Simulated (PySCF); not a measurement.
Compound: ClH₅Si₂.
SMILES: `Cl[SiH2][SiH3]`

The closed-shell SCF was solved with PySCF and density fitting under several settings on one GFN2-xTB geometry (grid level 2 and gas phase unless stated).

| settings | basis functions | SCF cycles | E (Eh) | HOMO (eV) | LUMO (eV) | dipole (D) |
| --- | --- | --- | --- | --- | --- | --- |
| PBE0/pcSseg-1 | 97 | 10 | -1041.7804 | -8.47 | -0.58 | 1.60 |
| CAM-B3LYP/def2-SVPD | 115 | 9 | -1041.9202 | -9.71 | 0.41 | 1.44 |
| BLYP/def2-SVPD | 115 | 11 | -1041.8719 | -7.08 | -1.29 | 1.30 |
| KT3/6-311G** | 108 | 13 | -1049.9859 | -7.36 | -1.44 | 1.66 |
| OPBE/IGLO-II, fitting basis def2-qzvpp-jkfit | 135 | 9 | -1042.0596 | -7.15 | -1.20 | 1.19 |
| PBE0/def2-SVP, fitting basis def2-universal-jkfit | 79 | 8 | -1041.4904 | -8.32 | -0.35 | 1.31 |

Q: Estimate the rows for these settings: (1) HF/aug-cc-pVDZ, fitting basis def2-universal-jkfit; (2) OLYP/def2-SVPD.

A: 
| settings | basis functions | SCF cycles | E (Eh) | HOMO (eV) | LUMO (eV) | dipole (D) |
| --- | --- | --- | --- | --- | --- | --- |
| HF/aug-cc-pVDZ, fitting basis def2-universal-jkfit | 126 | 8 | -1040.3178 | -11.20 | 1.05 | 1.54 |
| OLYP/def2-SVPD | 115 | 12 | -1041.9075 | -7.12 | -1.27 | 1.33 |

Q: Over all rows, what range does the HOMO–LUMO gap span?

A: From 5.79 eV (BLYP/def2-SVPD) to 12.25 eV (HF/aug-cc-pVDZ, fitting basis def2-universal-jkfit). The functional of the narrowest has no exact exchange, that of the widest 100 % exact exchange.

Q: And the dipole moment?

A: From 1.19 D (OPBE/IGLO-II, fitting basis def2-qzvpp-jkfit) to 1.66 D (KT3/6-311G**); the largest is 1.39 times the smallest, and the median is 1.39 D.

Q: Compare two rows with the functional PBE0: PBE0/pcSseg-1 and PBE0/def2-SVP, fitting basis def2-universal-jkfit. Which energy is lower, and by how much?

A: PBE0/pcSseg-1 (97 functions) lies 0.2900 Eh or 182 kcal/mol below PBE0/def2-SVP, fitting basis def2-universal-jkfit (79 functions).

Cycle counts include a coarse-grid stage where the run had one. All basis functions are spherical, in the Pople sets too. KT3 was designed for NMR shieldings or shifts; total energies of different functionals aren't comparable.
